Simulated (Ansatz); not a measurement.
`CCOCCF` + H–F → `CCOCF` + `CF`  (substitution at a C–C bond)

Isolated molecules relaxed with PBE0-D4/def2-TZVP in Ansatz; ΔE leaves out vibrations. CCSD(T)/CBS is the MP2 limit (def2-TZVPP, def2-QZVPP) plus CCSD(T) − MP2 in def2-TZVPP, frozen cores. This one scheme is used for every species. DFT in def2-TZVPP. One conformer a species, not always the lowest.

```
 species  BHLYP energy (Eh)
`CCOCCF`         -332.85437
     H–F         -100.45182
 `CCOCF`         -293.56273
    `CF`         -139.73932
```

Problem. Work out ΔE.

Solution. ΔE = (-293.56273) + (-139.73932) − (-332.85437) − (-100.45182) = 0.00414 Eh = +0.11 eV. CCSD(T)/CBS gives +0.29 eV.

Largest T1 diagnostic among the species: 0.011.

At CCSD(T), def2-SVP lies −0.14 eV from the extrapolated value and def2-TZVPP −0.05 eV. In def2-TZVPP, CCSD(T) changes the Hartree–Fock value by +0.18 eV (the triples alone add +0.01 eV) and MP2 by +0.25 eV. The D4 term adds +0.06 eV with B3LYP and +0.03 eV with PBE0; it sums over pairs of atoms, weighted by their polarisabilities, and B3LYP, whose exchange is more repulsive, gets the larger term.

B3LYP here is the variant with VWN-RPA as its local correlation; programs differ in this.
